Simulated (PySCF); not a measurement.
Potential energy curve for SiO, singlet.

- UKS-CAM-B3LYP = unrestricted CAM-B3LYP/6-31G (PySCF 2.14.0)
- UKS-B3LYP = PySCF with unrestricted B3LYP/6-31G
- UKS-PBE0 = PySCF with unrestricted PBE0/6-31G

Energies are in kJ/mol, each relative to the lowest point of its own curve near equilibrium.

```csv
R / Å,UKS-CAM-B3LYP,UKS-B3LYP,UKS-PBE0
1.12,1238.4,1265.9,1263.6
1.21,654.7,677.3,674.4
1.29,339.6,357.6,354.7
1.35,189.2,203.6,200.9
1.42,79.7,90.0,87.7
1.46,41.4,49.2,47.4
1.51,12.7,17.3,16.1
1.55,2.0,4.0,3.5
1.58,0.0,0.0,0.0
1.67,17.2,11.1,12.9
1.75,53.4,41.6,45.2
1.89,143.0,121.0,128.3
2.06,261.0,231.7,238.5
2.28,374.0,352.7,354.1
2.50,457.4,439.4,437.6
2.68,505.9,492.3,488.0
3.02,558.5,554.6,543.0
3.35,584.9,585.0,569.7
3.68,599.3,602.5,584.4
4.11,608.4,615.4,594.4
4.54,611.6,622.1,598.8
5.34,613.5,626.8,601.0
5.99,613.9,627.5,601.4
```

At the longest distance, 5.99 Å, UKS-B3LYP lies highest above its minimum (627.5 kJ/mol) and UKS-PBE0 lowest (601.4 kJ/mol).

The unrestricted determinant behind UKS-CAM-B3LYP, UKS-B3LYP, UKS-PBE0 is spin-contaminated at 2.06 to 5.99 Å (<S²> up to 2.0, against 0.00 for a pure singlet). The unrestricted solution behind UKS-B3LYP, UKS-PBE0 changes between 2.06 and 2.28 Å, which can leave a kink.
